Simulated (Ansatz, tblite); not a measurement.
**Perylene (C20H12): a ladder of methods and basis sets**

One table from this session's results is given with a row withheld; the runs are named, their logs left out.

Computed with Ansatz 0.2.0, Gaussian basis. Level: as each input shows.

Levels to be run: GFN1-xTB, GFN2-xTB, PBE-D4/def2-TZVP, r2SCAN-D4/def2-TZVP, HF/def2-TZVP, PBE-D4/def2-SVP, PBE0-D4/def2-SVP, HF/STO-3G, HF/6-31G, B3LYP-D4/6-31G, MP2/def2-SVP, RPA/def2-SVP.

2 further runs of the same task are left out: 2 set aside as unsound or not needed.

## The relaxed structure

The geometry is that of the singlet, from an earlier relaxation (PBE-D4/def2-SVP).

SMILES `c1cc2cccc3c4cccc5cccc(c(c1)c23)c54`, 32 atoms, charge 0, spin multiplicity 1.

Bond lengths: C1–C2 1.386 Å, C1–C18 1.411 Å, C1–H21 1.100 Å, C2–C3 1.423 Å, C2–H22 1.101 Å, C3–C4 1.423 Å, C3–C19 1.443 Å, C4–C5 1.386 Å, C4–H23 1.101 Å, C5–C6 1.411 Å, C5–H24 1.100 Å, C6–C7 1.402 Å, C6–H25 1.098 Å, C7–C8 1.474 Å, C7–C19 1.437 Å, C8–C9 1.402 Å, C8–C20 1.437 Å, C9–C10 1.411 Å and more. Angles: C2–C1–C18 120.2°, C2–C1–H21 120.3°, C18–C1–H21 119.4°, C1–C2–C3 120.3°, C1–C2–H22 120.9°, C3–C2–H22 118.8°, C2–C3–C4 120.8°, C2–C3–C19 119.6°, C4–C3–C19 119.6°, C3–C4–C5 120.3°, C3–C4–H23 118.8°, C5–C4–H23 120.9°, C4–C5–C6 120.2°, C4–C5–H24 120.3°, C6–C5–H24 119.4°, C5–C6–C7 121.9°, C5–C6–H25 118.1°, C7–C6–H25 119.9° and more.

PBE0-D4/def2-TZVP was run before; its log isn't repeated, and its numbers join the tables.

The first run:

Tight binding, by tblite at 300 K electronic temperature and without a spin-polarisation term:

```python
tblite.interface.Calculator('GFN1-xTB', numbers, positions, charge=0, uhf=0).singlepoint()
```

Tight binding, by tblite at 300 K electronic temperature and without a spin-polarisation term:

```python
tblite.interface.Calculator('GFN2-xTB', numbers, positions, charge=0, uhf=0).singlepoint()
```

start.molden holds the orbitals of an earlier run on this state, given as this run's starting guess.

Contents of in.yaml:

```yaml
crystal:
  periodic: [false, false, false]
  atoms:
    - {symbol: C, position_ang: [2.761788, -2.576683, -0.201565]}
    - {symbol: C, position_ang: [3.515092, -1.413246, -0.229768]}
    - {symbol: C, position_ang: [2.876697, -0.142310, -0.173336]}
    - {symbol: C, position_ang: [3.639112, 1.059330, -0.201562]}
    - {symbol: C, position_ang: [3.005958, 2.291354, -0.146027]}
    - {symbol: C, position_ang: [1.599758, 2.364311, -0.060922]}
    - {symbol: C, position_ang: [0.797760, 1.214677, -0.029504]}
    - {symbol: C, position_ang: [-0.672177, 1.287390, 0.059432]}
    - {symbol: C, position_ang: [-1.355113, 2.510469, 0.118793]}
    - {symbol: C, position_ang: [-2.761686, 2.576659, 0.203263]}
    - {symbol: C, position_ang: [-3.515069, 1.413241, 0.230145]}
    - {symbol: C, position_ang: [-2.876714, 0.142314, 0.173042]}
    - {symbol: C, position_ang: [-3.639199, -1.059307, 0.200105]}
    - {symbol: C, position_ang: [-3.006064, -2.291325, 0.144233]}
    - {symbol: C, position_ang: [-1.599815, -2.364296, 0.059958]}
    - {symbol: C, position_ang: [-0.797752, -1.214676, 0.029612]}
    - {symbol: C, position_ang: [0.672232, -1.287402, -0.058524]}
    - {symbol: C, position_ang: [1.355231, -2.510497, -0.116820]}
    - {symbol: C, position_ang: [1.437633, -0.071121, -0.086414]}
    - {symbol: C, position_ang: [-1.437617, 0.071119, 0.086660]}
    - {symbol: H, position_ang: [3.255220, -3.559393, -0.245132]}
    - {symbol: H, position_ang: [4.613247, -1.452641, -0.295923]}
    - {symbol: H, position_ang: [4.735770, 0.990149, -0.268099]}
    - {symbol: H, position_ang: [3.595273, 3.220504, -0.167971]}
    - {symbol: H, position_ang: [1.134121, 3.358172, -0.018884]}
    - {symbol: H, position_ang: [-0.792262, 3.453436, 0.099921]}
    - {symbol: H, position_ang: [-3.255076, 3.559356, 0.247578]}
    - {symbol: H, position_ang: [-4.613251, 1.452647, 0.295833]}
    - {symbol: H, position_ang: [-4.735893, -0.990116, 0.266033]}
    - {symbol: H, position_ang: [-3.595434, -3.220462, 0.165216]}
    - {symbol: H, position_ang: [-1.134203, -3.358153, 0.017563]}
    - {symbol: H, position_ang: [0.792443, -3.453481, -0.096924]}
basis:
  gaussian: {orbitals: def2-TZVP, fitting: {mean_field: def2-universal-jkfit}, initial_orbitals: start.molden}
hamiltonian: {xc: pbe, dispersion: d4}
scf: {omitted_lower_state_checks: [starts]}
output: {orbitals: {seedname: orbitals}}
```

Launch:

```
$ ansatz run in.yaml --threads 8 --pin off --events-out ev --progress --plain --max-ram 19148MiB
```

Among the steps run: PBE-D4/def2-TZVP; r2SCAN-D4/def2-TZVP; HF/def2-TZVP; PBE-D4/def2-SVP; PBE0-D4/def2-SVP; HF/STO-3G; HF/6-31G; B3LYP-D4/6-31G; MP2/def2-SVP; RPA/def2-SVP.

One of the session's tables, all rows but one given; the rest of the session is left out.

It belongs to the step «Binding energy». 

```
              level  binding an atom (eV)
          HF/STO-3G                 4.704
           HF/6-31G                 3.905
        HF/def2-SVP                     ?
       HF/def2-TZVP                 4.074
    PBE-D4/def2-SVP                 5.899
   PBE-D4/def2-TZVP                 5.801
r2SCAN-D4/def2-TZVP                 5.604
     B3LYP-D4/6-31G                 5.474
   PBE0-D4/def2-SVP                 5.775
  PBE0-D4/def2-TZVP                 5.674
       MP2/def2-SVP                 5.539
```

Estimate the missing values for HF/def2-SVP.

**Answer.** binding an atom (eV): 4.197. In the column «binding an atom (eV)» it lies between HF/def2-TZVP (4.074) and HF/STO-3G (4.704).

Limits of these values: Free atoms were run apart at each level; binding is atoms less cluster, divided by the number of atoms, without zero-point or spin-orbit terms.
